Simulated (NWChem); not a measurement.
# SiO2 (silicon dioxide molecule): levels of theory compared

Wanted: a comparison of 6 runs (HF/3-21G, B3LYP/6-31G*, B3LYP/cc-pVTZ, M06-2X/cc-pVTZ, PBE0/cc-pVTZ, CCSD(T)/cc-pVTZ) of SiO2 (silicon dioxide molecule). 

Program for the calculation: NWChem 7.3.0.

28 further runs of the same task are left out: 1 that didn't finish, 27 set aside as unsound or not needed.

**1. The molecule**

SiO2: 3 atoms, total charge 0, spin state singlet. As SMILES, `O=[Si]=O`. One bond was lengthened or shortened from a relaxed shape.

Bond lengths: O1–Si2 1.958 Å, Si2–O3 1.506 Å. Angles: O1–Si2–O3 180.0°.

**2. The energy at HF/3-21G (run 1)**

test.nw reads:

```
start test
memory stack 880 mb heap 220 mb global 1100 mb

geometry noautosym nocenter noautoz
  O        0.907039       1.598457       0.674378
  Si      -0.000010       0.000000       0.000000
  O       -0.697730      -1.229610      -0.518760
end

basis spherical bse
  * library 3-21G
end

scf
  thresh 1e-08
  maxiter 80
  print low
end

task scf
```

Run with:

```sh
$ nwchem test.nw > test.out
```

What it wrote:

```text
[...]
  functions       =    31
[...]
  wavefunction    = RHF
[...]
         Total SCF energy =   -436.161309127742
      One-electron energy =   -763.072545982493
      Two-electron energy =    247.503094281683
 Nuclear repulsion energy =     79.408142573067
        Time for solution =      0.4s
 Task  times  cpu:        0.4s     wall:        0.4s
[...]
```

Run time: 0.94 s. Hardware: 1 thread of Intel Xeon 6975P-C (Granite Rapids), shared host; peak memory 0.1 GiB.

**3. The energy at B3LYP/6-31G(d) (spherical functions) (run 2)**

a.nw reads:

```
start a
title "O2Si energy"
memory stack 880 mb heap 220 mb global 1100 mb

geometry units bohr noautosym nocenter noautoz
  O      1.71405529     3.02064595     1.27438972
  Si    -0.00001890     0.00000000     0.00000000
  O     -1.31851861    -2.32362614    -0.98031432
end

basis spherical bse
  * library 6-31G*
end

dft
  xc b3lyp
  grid xfine
  convergence energy 1e-08
  maxiter 100
  mulliken
end

task dft energy
```

Run with:

```sh
$ nwchem a.nw > a.out
```

What it wrote:

```text
[...]
          Wavefunction type:  closed shell.
          No. of atoms     :     3
          No. of electrons :    30
[...]
          Charge           :     0
          Spin multiplicity:     1
[...]
          AO basis - number of functions:    46
[...]
              XC Information
              --------------
                         B3LYP Method XC Potential
                     Hartree-Fock (Exact) Exchange  0.200
                        Slater Exchange Functional  0.800 local
                    Becke 1988 Exchange Functional  0.720 non-local
              Lee-Yang-Parr Correlation Functional  0.810
                  VWN I RPA Correlation Functional  0.190 local
[...]
 d= 0,ls=0.0,diis     1   -439.5874446225 -5.19D+02  7.08D-02  1.54D+00     0.5
[...]
 d= 0,ls=0.0,diis    12   -439.8317596197 -5.58D-10  2.52D-07  1.91D-10     4.3
         Total DFT energy =     -439.831759619745
      One electron energy =     -765.752662590149
           Coulomb energy =      284.459870830063
    Exchange-Corr. energy =      -37.947104790267
 Nuclear repulsion energy =       79.408136930608
[...]
      Total Density - Mulliken Population Analysis
     ---------------------------------------------
    Atom       Charge   Shell Charges
 -----------   ------   -------------------------------------------------------
    1 O    8     8.48   2.00  0.97  2.63  1.01  1.87  0.01
    2 Si  14    13.08   2.00  2.00  5.96  1.06  1.34  0.20  0.32  0.20
    3 O    8     8.44   2.00  0.95  2.80  0.92  1.75  0.02
[...]
```

Run time: 5.1 s. Hardware: 1 thread of Intel Xeon 6975P-C (Granite Rapids), shared host; peak memory 0.12 GiB.

Runs 3 to 5 aren't shown in full; the table further down has their settings and results.

**4. A single-point energy at CCSD(T)/cc-pVTZ (run 6)**

work.nw reads:

```
start work
memory 2200 mb
charge 0

geometry noautosym nocenter noautoz
  O     0.907039    1.598457    0.674378
  Si   -0.000010    0.000000    0.000000
  O    -0.697730   -1.229610   -0.518760
end

basis spherical bse
  * library cc-pVTZ
end

scf
  singlet
  rhf
  thresh 1e-08
  maxiter 80
  print low
end

ccsd
  freeze core 7
  maxiter 60
end

task ccsd(t) energy
```

Run with:

```sh
$ nwchem work.nw > work.out
```

What it wrote:

```text
[...]
  functions       =    94
[...]
  wavefunction    = RHF
[...]
         Total SCF energy =   -438.606193378314
      One-electron energy =   -765.666561239005
      Two-electron energy =    247.652225287625
 Nuclear repulsion energy =     79.408142573067
        Time for solution =     34.0s
[...]
 Total MP2 energy:           -439.198905872676789
[...]
             energy      energy      error      ampl     ampl      Block
                                                time     time      time
[...]
 Total CCSD energy:           -439.198341332476275
[...]
 Total CCSD+T(CCSD) energy:           -439.240641350235705
[...]
 Total CCSD(T) energy:                -439.233825064169366
[...]
```

It took 2.8 min on 1 thread of Intel Xeon 6975P-C (Granite Rapids), shared host; peak memory 0.23 GiB.

**5. Overview of the runs**

| run | level | iteration cap | module | energy (Eh) | wall time |
| --- | --- | --- | --- | --- | --- |
| 1 | HF/3-21G | 80 | scf | -436.161309 | 0.94 s |
| 2 | B3LYP/6-31G* (spherical functions) | 100 | dft | -439.831760 | 5.1 s |
| 3 | B3LYP/cc-pVTZ | 100 | dft | -439.941543 | 18 s |
| 4 | M06-2X/cc-pVTZ | 100 | dft | -439.839227 | 21 s |
| 5 | PBE0/cc-pVTZ | 100 | dft | -439.631941 | 18 s |
| 6 | CCSD(T)/cc-pVTZ | 80 | ccsd(t) | -439.233825 | 2.8 min |

**6. Outcome**

| quantity | value |
| --- | --- |
| run 6: total energy | -439.23383 Eh |
| run 6: correlation energy (7 core orbitals frozen) | -627.6 mEh |
| run 6: (T) correction | -35.48 mEh |

What this shows: Over runs 2, 3, 4, 5 the dipole moment (its size) runs from 0.78 D (B3LYP/6-31G*) to 0.90 D (PBE0/cc-pVTZ). The two ends differ in method and basis. Over runs 2, 3, 4, 5 the HOMO–LUMO gap runs from 3.64 eV (B3LYP/6-31G*) to 7.05 eV (M06-2X/cc-pVTZ). Totals of different functionals can't be ranked against each other. All runs together took 3.9 min, the longest 2.8 min.
